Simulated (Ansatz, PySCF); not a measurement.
Gas-phase enthalpy of formation at 298 K, by the atomisation route, of CC#CC (SMILES; C4H6, but-2-yne). Geometries: B3LYP-D3(BJ)/def2-TZVP minima from Ansatz (a program for electronic structure). Cores are frozen in the correlated levels unless marked. Open shells are spin-unrestricted. Spin-orbit coupling is left out. Non-relativistic. Basis-set limits of correlation are two-point, X^-3; Hartree-Fock from the larger set. The bracket is a focal-point correction in the basis named. Thermal terms are rigid-rotor harmonic-oscillator values from B3LYP-D3(BJ) frequencies (PySCF) at 298.15 K and 1 atm. 1 Eh = 627.5095 kcal/mol.

| species | count | E, RI-MP2/CBS(cc-pVTZ,cc-pVQZ)+[CCSD(T)-MP2]/cc-pVTZ (Ansatz) (Eh) | E, PBE/def2-TZVPD (Ansatz) (Eh) | measured ΔHf at 0 K (kcal/mol) | H(298) - H(0) of the element (kcal/mol) |
|---|---|---|---|---|---|
| CC#CC | 1 | -155.76140 | -155.81529 | - | - |
| C atom | 4 | -37.79136 | -37.79605 | 169.98 | 0.25 |
| H atom | 6 | -0.49995 | -0.49962 | 51.63 | 1.01 |

Molecule: zero-point energy 52.70, H(298) - H(0) 4.18 kcal/mol. The route leaves out scalar relativity and anharmonic zero-point terms, the atoms' spin-orbit terms, and in the frozen-core level the core correlation. Atomic data: G2/97 table in ASE.

Q: Work out De, D0 and ΔHf at 0 and 298 K at both levels, and their errors against the measured value.

A: 
The atoms' values sum to 989.70 (0 K) and 7.06 (thermal), in kcal/mol.
- RI-MP2/CBS(cc-pVTZ,cc-pVQZ)+[CCSD(T)-MP2]/cc-pVTZ: De = 1001.67; D0 = 1001.67 - 52.70 = 948.97; ΔHf(0 K) = 989.70 - 948.97 = 40.73; ΔHf(298 K) = 40.73 + 4.18 - 7.06 = 37.85; error +3.1.
- PBE/def2-TZVPD: De = 1024.96; D0 = 1024.96 - 52.70 = 972.26; ΔHf(0 K) = 989.70 - 972.26 = 17.44; ΔHf(298 K) = 17.44 + 4.18 - 7.06 = 14.56; error -20.2.
Measured: 34.8 kcal/mol (Active Thermochemical Tables 1.112 (ions: stationary electron), as tabulated in the package chemicals).
